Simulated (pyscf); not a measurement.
Thermochemistry of product channels of `[BH]=[NH]` + `[SiH4]` on the singlet surface, in eV, from ωB97M-D3(BJ)/def2-TZVP energies (ideal gas, 1 atm, RRHO with modes under 100 cm⁻¹ raised to 100, one conformer, R ln 2 for rigid chiral ones). Optimised with ωB97X-D3(BJ)/def2-SVP in PySCF.

```tsv
products	ΔE	ΔH(298 K)	ΔG(600 K)	ΔG(1200 K)
`[BH2][NH][SiH3]`	-1.82	-1.69	-0.93	___
`[BH]=[N][SiH3]` + `[H][H]`	___	-0.69	-0.62	-0.60
```

Q: Some entries are withheld; supply them.

A: 
- `[BH2][NH][SiH3]`, ΔG(1200 K): -0.17
- `[BH]=[N][SiH3]` + `[H][H]`, ΔE: -0.58

These are energies of the channels, which say nothing of barriers.
